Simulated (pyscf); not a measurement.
Single points on ωB97X-D3(BJ)/def2-SVP structures (PySCF, gas phase).

### Question
Estimate the classical barrier height and the reaction energy of F–SiH₂–O–SiH₃ + HCl → F–SiH(Cl)–O–SiH₃ + H₂ at ωB97M-D3(BJ)/def2-TZVP. The step runs on the singlet surface, breaks H–Si, Cl–H and forms Cl–Si, H–H; take the separated reactants as zero.

### Answer
ΔE‡ = 29.6 kcal/mol, ΔE = -22.1 kcal/mol. Zero-point energy shifts the barrier by +1.1 kcal/mol. It is a four-centre exchange, with an imaginary mode of 839i cm⁻¹. One saddle was located; it need not be the lowest between these sides.
